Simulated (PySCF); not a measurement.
## Basis set benchmark on one molecule

Molecule: SMILES FC(F)(F)S, CHF3S.

Numbering as in the mapped SMILES `[F:1][C:2]([F:3])([F:4])[SH:5]`; H(Xn) means a hydrogen on atom n.

Geometry PBE0-D3(BJ)/def2-SVP throughout; GIAO in PySCF, gas phase, one conformer, non-relativistic; equivalent atoms averaged; functional PBE0.

Reference values (measured; Wikipedia, Fluorine-19 nuclear magnetic resonance spectroscopy): δ(F1/F3/F4) = -32.0 ppm vs CFCl3. Computed shifts are taken against CFCl3, calculated as an isolated molecule at each level.

How do the basis sets STO-3G, 6-31G, pcSseg-0, 6-31G*, def2-SVP, cc-pVDZ, pcSseg-1, aug-cc-pVDZ, 6-311+G(2d,p), def2-TZVP, cc-pVTZ, IGLO-III, pcSseg-2 perform against the reference? Times are CPU seconds on shared hosts with different chips, so compare them loosely.

Results:


```
    basis set  functions  F1/F3/F4  abs. error F  core-s
       STO-3G         30     -76.8          44.8    0.86
        6-31G         51     -46.9          14.9     1.8
     pcSseg-0         51     -40.4           8.4     2.5
       6-31G*         76     -40.8           8.8     2.3
     def2-SVP         79     -31.6           0.4     2.1
      cc-pVDZ         79     -39.6           7.6       4
     pcSseg-1         97     -41.4           9.4     7.7
  aug-cc-pVDZ        128     -37.9           5.9     6.8
6-311+G(2d,p)        149     -41.8           9.8     4.7
    def2-TZVP        167     -39.3           7.3     5.7
      cc-pVTZ        168     -38.4           6.4     9.8
     IGLO-III        194     -40.4           8.4      11
     pcSseg-2        201     -40.4           8.4      11
```

For ¹⁹F the closest is def2-SVP (0.4 ppm) and the furthest STO-3G (44.8 ppm). Where a smaller basis beats a larger one, errors probably cancel; the largest sets show where the functional converges. One molecule is a small sample, and vibrational and solvent effects are absent from the calculation.

A small basis that lands close on one nucleus may do so by chance; judge by the trend and by all nuclei.
